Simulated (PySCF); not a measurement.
Compound: cyclopropyl methyl ether, C4H8O.
SMILES with atom numbers: `[CH3:1][O:2][CH:3]1[CH2:4][CH2:5]1` (hydrogens: H6, H7, H8 on C1; H9 on C3; H10, H11 on C4; H12, H13 on C5)

Structure used (PBE0-D3(BJ)/def2-SVP), in Å, numbered top down from 1:
```
atom  x, y, z in Å
C1     2.5565    0.3235   -0.4894
O2     1.2974   -0.1023   -0.9193
C3     0.3557   -0.1258    0.0896
C4    -1.0595    0.0671   -0.3185
C5    -0.3511    1.1465    0.4595
H6     2.9795   -0.3490    0.2822
H7     2.5264    1.3471   -0.0697
H8     3.2270    0.3179   -1.3602
H9     0.5710   -0.8405    0.8989
H10   -1.2239    0.2504   -1.3832
H11   -1.8357   -0.5235    0.1743
H12   -0.6233    1.3140    1.5051
H13   -0.0622    2.0461   -0.0906
```

Level: CAM-B3LYP/def2-SVPD in PySCF, non-relativistic, on one gas-phase PBE0-D3(BJ)/def2-SVP geometry that isn't relaxed in the solvent. The solvent is an IEF-PCM continuum (van der Waals radii × 1.2), and excitations are vertical TDDFT with non-equilibrium linear response and a frozen core. Specific hydrogen bonds and non-electrostatic terms are outside this model.

```tsv
run	E − E(gas) (kJ/mol)	HOMO (eV)	HOMO–LUMO gap (eV)	dipole (D)	lowest singlet (eV)	static polarisability (au)
gas	0.00	-8.69	10.19	1.26	7.18	52.5
P	-9.04	-8.69	10.31	1.58	7.26	63.4
Q	-12.26	-8.71	10.35	1.72	7.29	67.8
```

Task: The runs were made in acetone and chloroform. Which run belongs to which solvent?

Result: P = chloroform, Q = acetone. The dielectric constants are 4.711 (chloroform), 20.49 (acetone), and the energy falls further as ε rises. The optical constants n² used for the excitations are 2.09, 1.85 in the same order. In this model the ground state sees the solvent through ε alone.

Task: How constant is the ratio of the lowering to (ε − 1)/(2ε + 1)?

Result: 
```tsv
solvent	(ε − 1)/(2ε + 1)	E − E(gas) (kJ/mol)	ratio (kJ/mol)	polarisation term (kJ/mol)
chloroform	0.356	-9.04	-25.4	-9.98
acetone	0.464	-12.26	-26.4	-14.09
```

The ratio changes by +4.0 % in size from chloroform to acetone. The polarisation term is half the interaction of the solute with the induced surface charges.

The run took about 40 s of CPU time (one thread, shared machine). This is the whole response run at CAM-B3LYP/def2-SVPD in acetone, SCF included.
